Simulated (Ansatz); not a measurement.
Fluorite CeO₂, treated with RPBE in Ansatz (PAW).

Settings: plane-wave cutoff 520 eV, 12×12×12 k mesh, Fermi–Dirac smearing 0.01 eV, no spin polarisation, scalar-relativistic PAW data made under PBE.

A third-order Birch–Murnaghan fit to the energies gives V0 = 13.910 Å³/atom, B0 = 160 GPa, B′ = 4.5.

```json
[
 {"V (Å³/atom)": "13.076", "P (GPa)": "11.39"},
 {"V (Å³/atom)": "13.354", "P (GPa)": "7.17"},
 {"V (Å³/atom)": "13.633", "P (GPa)": "[?]"},
 {"V (Å³/atom)": "13.911", "P (GPa)": "-0.01"},
 {"V (Å³/atom)": "14.189", "P (GPa)": "-3.04"},
 {"V (Å³/atom)": "14.467", "P (GPa)": "[?]"},
 {"V (Å³/atom)": "14.745", "P (GPa)": "-8.20"}
]
```

Estimate the withheld pressures from this fit; the answers are the runs' own values.


- 13.633, P (GPa): 3.38
- 14.467, P (GPa): -5.76

The formula P = (3/2) B0 (x^(7/3) − x^(5/3)) [1 + (3/4)(B′ − 4)(x^(2/3) − 1)] with x = V0/V meets the computed pressures within 0.02 GPa when these rounded values are put in.

Measured, for comparison: bulk modulus 220 ± 9 GPa (room temperature, not corrected to a static lattice, our sources range from 220 to 230; as tabulated in High Pressure Brillouin Spectroscopy and X-ray Diffraction of Cerium Dioxide …); equilibrium volume per atom 13.06 Å³/atom (0 K, extrapolated to 0 K; as tabulated in Stimac et al. (2024), arXiv:2411.06536). Computed (rounded) less measured: bulk modulus -27 % (-27 % to -30 % over the range), equilibrium volume per atom +6.5 %.

Spin–orbit coupling is not included.

Computed values are for the static lattice.

Computing time: about 50 core-seconds (a rough figure).

Ansatz is a quantum-chemistry and plane-wave program.
